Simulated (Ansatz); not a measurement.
**How far each method lies from full CI for O$_{2}$, quintet**

Geometry: that of the O2, triplet, kept fixed. The triplet lies 14.8 eV lower here.

```yaml
atoms:
  - { symbol: O, position_ang: [0.0000, 0.0000, 0.0000] }
  - { symbol: O, position_ang: [0.0000, 0.0000, 1.1928] }
```

Basis 6-31G; Ansatz 0.2.0. Correlated methods freeze the noble-gas cores, which leaves 12 electrons in 16 orbitals. R marks a restricted (for open shells ROHF) determinant, U an unrestricted one. Active spaces: valence = (12e, 8o) chosen from the atoms' valence shells.

Full CI is exact within this basis and frozen core; it isn't the basis-set limit. The frozen core follows each run's orbitals, which can shift R against U totals by a few meV.

For open shells CISD and CISDTQ are restricted-active-space CI with the open shells as a complete middle space.

The UHF ⟨S²⟩ is 6.023. The T1 diagnostic (RCCSD) is 0.0152. The largest doubles amplitude (RCCSD) is 0.069. The T1 diagnostic (UCCSD) is 0.0105.

```tsv
level	E − E(full CI) (kJ/mol)	share of correlation (%)	wall time
RHF	435.9	0.00	–
UHF	399.5	8.35	–
RMP2	41.7	90.44	–
UMP2	51.3	88.23	–
CISD	21.6	95.05	2 s
RCCSD	7.3	98.33	–
UCCSD	6.1	98.61	–
RCCSD(T)	2.0	99.55	0.45 s
UCCSD(T)	1.6	99.64	0.42 s
BCCD(T)	1.8	99.59	0.54 s
RCCSDT	1.0	99.76	–
UCCSDT	0.8	99.82	–
CISDTQ	0.4	99.90	52 s
RCCSDT(Q)	0.1	99.97	3.9 s
UCCSDT(Q)	0.0	100.01	3.3 s
RCCSDTQ	0.0	99.99	44 s
UCCSDTQ	-0.1	100.03	44 s
CASSCF (valence space)	388.7	10.84	–
NEVPT2 (valence space)	81.7	81.26	0.21 s
MRCISD (valence space)	22.7	94.80	–
MRCISD+Q (valence space)	5.7	98.68	0.84 s
```

The correlation energy at full CI, counted from RHF, is -4.518 eV. That run took 2.3 min on 1 thread of Arm Neoverse V1, shared host over 2,927,680 determinants.

Times hold each run's SCF and search for its determinant on a shared host, so for small cases they say little of a method's own cost; they ran on 1 thread of Arm Neoverse V1.

The full-CI state has the irrep B3g of D2h, in the program's axes (one component, if the state is degenerate).

Natural occupations of full CI about the gap: 1.986 1.973 1.967 1.008 1.005 0.997 0.993 0.018 0.016 0.013; effectively unpaired electrons, Σ n²(2−n)², 4.01.
